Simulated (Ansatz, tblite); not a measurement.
Cost and result up the ladder for [BFH3]- (BH3F⁻) (5 atoms). The state is a singlet with charge -1. Geometry: PBE0-D4/def2-TZVPD.

```xyz
5

B    -0.028    0.022    0.012
F     1.060   -0.823   -0.458
H    -0.939    0.050   -0.837
H     0.388    1.180    0.202
H    -0.481   -0.428    1.081
```

Ansatz on 4 threads of Arm Neoverse V2 on a shared host; xTB runs through tblite on one thread. Times are rough, summed over both states, and most runs start from the orbitals of an earlier one. CCSD(T)/def2-TZVPPD serves as the yardstick here, not as an exact answer. The other state is a doublet.

The xTB rows come from tblite. Correlated methods freeze 2 core orbitals. In CCSD on the charge 0 doublet the largest single amplitude is 0.15, so its Hartree–Fock determinant may place the open shell otherwise than the density functionals do.

Run but left out: PBE-D4/def2-TZVPD (neutral doublet: an occupied level 0.10 eV above an empty one).

Correlated methods converge slowly with the basis.

Raw xTB energies of ions are shifted by several eV.

| level | functions | vertical IE (eV) | difference from CCSD(T)/def2-TZVPPD (eV) |
| --- | --- | --- | --- |
| GFN2-xTB | 11 | 7.82 | 3.39 |
| GFN1-xTB | 14 | 8.39 | 3.95 |
| CCSD(T)/def2-TZVPPD | 128 | 4.44 | 0.00 |
| r2SCAN-D4/def2-TZVPD (with forces) | 104 | 3.94 | -0.50 |

Q: Estimate how long each takes.

A: GFN2-xTB 0.002 s; GFN1-xTB 0.004 s; r2SCAN-D4/def2-TZVPD (with forces) 2.2 s; CCSD(T)/def2-TZVPPD 13 s. On shared hardware such times vary by a factor of up to 3.
